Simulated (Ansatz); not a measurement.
## Point defect: Pb vacancy in Pb

The calculation used DFT PBE, scalar-relativistic, plane waves, PAW (Ansatz 0.2.0). (420 eV cutoff, 5×5×5 k-mesh, Gaussian smearing of 0.10 eV, no spin polarisation)

Host crystal, relaxed:

```
CELL_PARAMETERS angstrom
0.00000 2.51954 2.51954
2.51954 0.00000 2.51954
2.51954 2.51954 0.00000
ATOMIC_POSITIONS crystal
Pb 0.00000 0.00000 0.00000
```

Supercell of 27 atoms, rows in host cell vectors: 3 -3 0; 3 0 -3; 3 0 0. Atoms relax at the host's cell, keeping the symmetry that the supercell leaves at the site. The cell is small, so energies carry finite-size errors of tenths of an eV. The host is a metal. Atoms are taken from and returned to the elements' standard states.

Spin-orbit coupling is left out, which matters for the bands and energies of heavy elements.

Defect: Pb vacancy set at (0.000, 0.000, 0.000) of the host cell. Before relaxation its nearest neighbours are 12 Pb at 3.56 Å.

| charge | E_f at the valence band top (eV) | moment (μB) | largest move (Å) | atoms near the site |
| --- | --- | --- | --- | --- |
| 0 | 0.38 | 0.00 | 0.02 | 12 Pb at 3.58 Å |

Cost: 2 runs of about 7.3 core-minutes in all, on Intel Xeon Processor @ 2.70GHz (shared hosts).